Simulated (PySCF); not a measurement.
# From computed data to an observable: entropy of an ideal gas

NO, SMILES [N]=O (connectivity only; charge and spin as stated), charge +1, multiplicity 1.

Coordinates come from a PBE0-D3(BJ)/def2-TZVPD optimisation.

PBE0-D3(BJ)/def2-TZVPD (PySCF 2.14.0) gives the harmonic wavenumbers 2528 cm⁻¹ and the rotational temperature 2.9246 K. The molar mass is 30.01 g/mol, the symmetry number 1, the spin multiplicity 1.

Q: Work out the entropy at 298.15 K and 1 atm in the rigid-rotor, harmonic-oscillator model.

A: 
Translation (Sackur–Tetrode at 1 atm): S = R[1.5 ln M + 2.5 ln T − 1.16487] = 151.2 J/(mol K).
Rotation: q = T/(σ θ) = 102, S = R[ln q + 1] = 46.8 J/(mol K).
Vibration: with u = 1.4388 ν/T, each mode gives R[u/(e^u − 1) − ln(1 − e^−u)]; all modes are too stiff to count. Sum 0.0 J/(mol K).
Spin: R ln 1 = 0.0 J/(mol K).
Total 197.9 J/(mol K); the program's own thermochemistry gives 197.9. Translation makes up 76 % and vibration 0 %. Anharmonicity, hindered rotation and orbital degeneracy are left out.
